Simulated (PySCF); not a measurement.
Species: pentane, C₅H₁₂.
Atom-mapped SMILES: `[CH3:1][CH2:2][CH2:3][CH2:4][CH3:5]` (hydrogens: H6, H7, H8 on C1; H9, H10 on C2; H11, H12 on C3; H13, H14 on C4; H15, H16, H17 on C5)

The same species was optimised twice, with GFN2-xTB and with PBE0-D3(BJ)/def2-SVP (PySCF), and the same property calculations (PySCF, gas phase) were run on both structures.

```csv
coordinate,GFN2-xTB,PBE0-D3(BJ)/def2-SVP,change
C1–H8 (Å),1.088,1.102,+0.014
C1–H7 (Å),1.088,1.102,+0.014
C5–H15 (Å),1.088,1.102,+0.014
C5–H17 (Å),1.088,1.102,+0.014
C1–H6 (Å),1.087,1.101,+0.014
C5–H16 (Å),1.088,1.101,+0.013
C3–H12 (Å),1.093,1.106,+0.013
C3–H11 (Å),1.093,1.106,+0.013
C2–H9 (Å),1.093,1.105,+0.012
C2–H10 (Å),1.093,1.105,+0.012
C4–H14 (Å),1.093,1.105,+0.012
C4–H13 (Å),1.093,1.105,+0.012
C2–C3 (Å),1.527,1.522,-0.005
C3–C4 (Å),1.527,1.523,-0.004
C4–C5 (Å),1.524,1.520,-0.004
C1–C2 (Å),1.523,1.520,-0.003
H11–C3–H12 (°),107.6,105.5,-2.1
H13–C4–H14 (°),107.6,105.6,-2.0
H9–C2–H10 (°),107.6,105.6,-2.0
C2–C3–C4 (°),112.0,113.9,+1.9
C1–C2–C3 (°),112.0,113.5,+1.5
C3–C4–C5 (°),112.0,113.5,+1.5
C4–C5–H16 (°),110.6,111.7,+1.1
C2–C1–H6 (°),110.7,111.8,+1.1
C1–C2–C3–C4 (°),180,180,0
C2–C3–C4–C5 (°),180,180,0
```

Rotational constants: A = 17032, B = 1974, C = 1871 MHz (GFN2-xTB) against A = 17112, B = 1944, C = 1846 MHz (PBE0-D3(BJ)/def2-SVP). Point groups within 0.08 Å: C2v and C2v.

On the GFN2-xTB structure: HOMO (eV) -8.81 [PBE0/pcSseg-1]; LUMO (eV) 1.59 [PBE0/pcSseg-1]; dipole (D) 0.07 [PBE0/pcSseg-1]; GIAO shielding of C1/C5 (mean) (ppm) 169.6 [PBE0/pcSseg-1]; GIAO shielding of C2/C4 (mean) (ppm) 157.9 [PBE0/pcSseg-1]; GIAO shielding of C3 (ppm) 146.7 [PBE0/pcSseg-1].

Q: What do these properties become on the PBE0-D3(BJ)/def2-SVP structure?

A: 
```
                                    property          level  on GFN2-xTB  on PBE0-D3(BJ)/def2-SVP  change
                                   HOMO (eV)  PBE0/pcSseg-1        -8.81                    -8.91   -0.10
                                   LUMO (eV)  PBE0/pcSseg-1         1.59                     1.58   -0.01
                                  dipole (D)  PBE0/pcSseg-1         0.07                     0.06   -0.01
energy, GFN2-xTB geometry as zero (kcal/mol)  PBE0/pcSseg-1          0.0                     -0.6    -0.6
        GIAO shielding of C1/C5 (mean) (ppm)  PBE0/pcSseg-1        169.6                    167.7    -1.9
        GIAO shielding of C2/C4 (mean) (ppm)  PBE0/pcSseg-1        157.9                    157.2    -0.7
                  GIAO shielding of C3 (ppm)  PBE0/pcSseg-1        146.7                    146.2    -0.5
```

The heavy atoms differ by 0.015 Å rms after alignment. Among all bonds C1–H6, C1–H7, C1–H8, C3–H11, C3–H12, C5–H15, C5–H16 and C5–H17 change most and about equally (+0.013 to +0.014 Å). Changes are differences of the printed values. Neither structure is proved a minimum here.

The values belong to the conformer `[CH3:1][CH2:2][CH2:3][CH2:4][CH3:5]`: C1–C2–C3–C4 180°, C2–C3–C4–C5 180°.
